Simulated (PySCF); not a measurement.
C3H3F2O (charge +1).
Atom-mapped SMILES: `[O+:1]#[C:2][CH2:3][CH:4]([F:5])[F:6]` (hydrogens: H7, H8 on C3; H9 on C4)

All values: PBE0/pcSseg-1 and PBE0/def2-SVPD (PySCF, non-relativistic), on one gas-phase PBE0-D3(BJ)/def2-SVP geometry that isn't relaxed in the solvent. The solvent is an IEF-PCM continuum (Bondi radii, 1.10 Å for H, scaled by 1.2). Specific hydrogen bonds and non-electrostatic terms are outside this model.

Gas phase at PBE0/pcSseg-1: HOMO -15.77 eV, LUMO -8.60 eV.

Task: What does the continuum do to the energy and the frontier levels at PBE0/pcSseg-1 in benzene and dichloromethane?

Result: 
| solvent | ε | E(solvent) − E(gas) (kcal/mol) | polarisation term (kcal/mol) | distortion of the solute (kcal/mol) | HOMO (eV) | LUMO (eV) |
| --- | --- | --- | --- | --- | --- | --- |
| benzene | 2.271 | -38.15 | -38.51 | 0.36 | -13.00 | -5.60 |
| dichloromethane | 8.93 | -62.10 | -63.38 | 1.28 | -11.37 | -3.77 |

The first energy column is the sum of the next two and covers electrostatics alone. From benzene to dichloromethane the lowering changes by a factor 1.63, Born's factor 1 − 1/ε by 1.59 and ε itself by 3.9.

Task: Which radius a makes Born's formula ΔE = −(q²/2a)(1 − 1/ε) give the value in dichloromethane?

Result: a = q²(1 − 1/ε)/(2|ΔE|) = 2.37 Å, with q = +1 e and |ΔE| = 0.0990 Eh; the farthest nucleus lies 2.57 Å from the centroid of the nuclei. The formula assumes a point charge at the centre of a sphere.

Task: Which Mulliken charges (PBE0/pcSseg-1) respond most in benzene (means over atoms taken as equivalent)?

Result: 
```json
{"atoms": "C2", "environment": "triply bonded carbon", "gas (e)": "+0.543", "solvent (e)": "+0.563", "change": "+0.020"}
{"atoms": "O1", "environment": "oxygen bonded to C", "gas (e)": "-0.006", "solvent (e)": "-0.025", "change": "-0.019"}
{"atoms": "C3", "environment": "chain CH2 carbon", "gas (e)": "-0.365", "solvent (e)": "-0.348", "change": "+0.017"}
{"atoms": "F5/F6", "environment": "fluorine of a CF2 group", "gas (e)": "-0.232", "solvent (e)": "-0.247", "change": "-0.015"}
{"atoms": "H7/H8", "environment": "methylene hydrogen", "gas (e)": "+0.282", "solvent (e)": "+0.288", "change": "+0.006"}
{"atoms": "H9", "environment": "methine hydrogen", "gas (e)": "+0.164", "solvent (e)": "+0.168", "change": "+0.004"}
{"atoms": "C4", "environment": "CHF2 carbon", "gas (e)": "+0.564", "solvent (e)": "+0.560", "change": "-0.004"}
```

Gas phase at PBE0/def2-SVPD: HOMO -15.82 eV, LUMO -8.62 eV.

Task: What does the continuum do to the energy and the frontier levels at PBE0/def2-SVPD in benzene and dichloromethane?

Result: 
```csv
solvent,ε,E(solvent) − E(gas) (kcal/mol),polarisation term (kcal/mol),distortion of the solute (kcal/mol),HOMO (eV),LUMO (eV)
benzene,2.271,-38.01,-38.45,0.44,-13.07,-5.64
dichloromethane,8.93,-61.91,-63.45,1.54,-11.44,-3.83
```

Task: How does the static polarisability (PBE0/def2-SVPD, frozen core, with the continuum's full static response) change?

Result: 
| medium | isotropic (au) | principal values (au) | ⟨r²⟩ of the electrons (bohr²) |
| --- | --- | --- | --- |
| gas | 36.4 | 28.7, 31.9, 48.5 | 573.3 |
| benzene | 39.9 | 31.5, 34.9, 53.3 | 573.9 |
| dichloromethane | 43.4 | 34.6, 37.9, 57.5 | 574.4 |

The isotropic value in dichloromethane is 1.19 times the gas-phase one; no cavity-field correction is applied. ⟨r²⟩ is taken about the centre of nuclear charge.

Conformer computed: `[O+:1]#[C:2][CH2:3][CH:4]([F:5])[F:6]`: C2–C3–C4–F5 47°.
